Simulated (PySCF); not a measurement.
# OH−: bond curves at several levels of theory

Aim: find the lowest electronic state of OH−, scan its bond at several levels of theory, and get bond length, wavenumber and dissociation energy from each curve.

Method: H def2-TZVPPD, O def2-TZVPPD, no relativity; program: PySCF 2.14.0.

2 further runs of the same task are left out: 2 set aside as unsound or not needed.

### Step 1. The job

A driver script around PySCF takes these settings:

```yaml
atoms: H, O
charge: -1
basis: H def2-TZVPPD, O def2-TZVPPD
Hamiltonian: no relativity
basis_functions: 57
electrons_treated: 10
masses_in_u: 1.0078, 15.9949
levels: PBE0, PBE, r²SCAN, LDA, BP86, B3LYP, TPSS, revPBE, ωB97X, MP2, SCS-MP2, CCSD, CCSD(T)
grid: 80 radial by 434 angular points
occupations: held fixed by the projection of orbital angular momentum
dissociation_limit: H + O−, each in its ground configuration
starting_distance_in_angstrom: 1.020
values_of_2S_to_try: 0, 2
```

Command:

```
$ OMP_NUM_THREADS=1 python dia.py task.json out
```

Further steps of the session: The PBE0 curve of the state that the search chose; PBE; r²SCAN (meta-GGA); LDA; BP86 (GGA); B3LYP (global hybrid GGA); TPSS (meta-GGA); revPBE; ωB97X (range-separated hybrid); Adding correlation.

**Question.** What will these runs give? Wanted: for each run, Re; ωe; De; μ.

**Answer**, as computed:

Lowest PBE0 solution found, without spin–orbit coupling: ¹Σ⁺ (singlet), closed shell.

| level | Re (Å) | ωe (cm⁻¹) | De (eV) | μ (D) |
| --- | --- | --- | --- | --- |
| RHF-MP2 | 0.966 | 3810 | 5.20 | n/a |
| RHF-SCS-MP2 | 0.966 | 3790 | 5.11 | n/a |
| RHF-CCSD | 0.963 | 3789 | 4.85 | n/a |
| RHF-CCSD(T) | 0.966 | 3738 | 4.94 | n/a |
| LDA | 0.974 | 3702 | 5.70 | -1.14 |
| PBE | 0.974 | 3667 | 4.97 | -1.09 |
| revPBE | 0.974 | 3653 | 4.83 | -1.08 |
| BP86 | 0.975 | 3647 | 5.08 | -1.08 |
| TPSS | 0.973 | 3651 | 4.87 | -1.10 |
| r²SCAN | 0.965 | 3761 | 4.84 | -1.13 |
| B3LYP | 0.964 | 3765 | 4.86 | -1.14 |
| PBE0 | 0.961 | 3830 | 4.81 | -1.15 |
| ωB97X | 0.960 | 3857 | 4.85 | -1.17 |

De is counted to H + O− in their ground configurations. A positive dipole points from H to O; in an ion it is taken about the centre of mass and does not tell which atom is negative.

Bond lengths run from 0.960 Å (ωB97X) to 0.975 Å (BP86). Of the levels with a De here, PBE0 gives the least (4.81 eV) and LDA the most (5.70 eV).

Correlated steps freeze 1 core orbital. T1 is 0.024 near the minimum (highest on the curve 0.029), which may point to more than one leading configuration. With some functionals the highest level of the anion is positive, from self-interaction error or because the anion is truly unbound there; the finite basis then holds the extra electron, and no neutral molecule was run to test the binding.
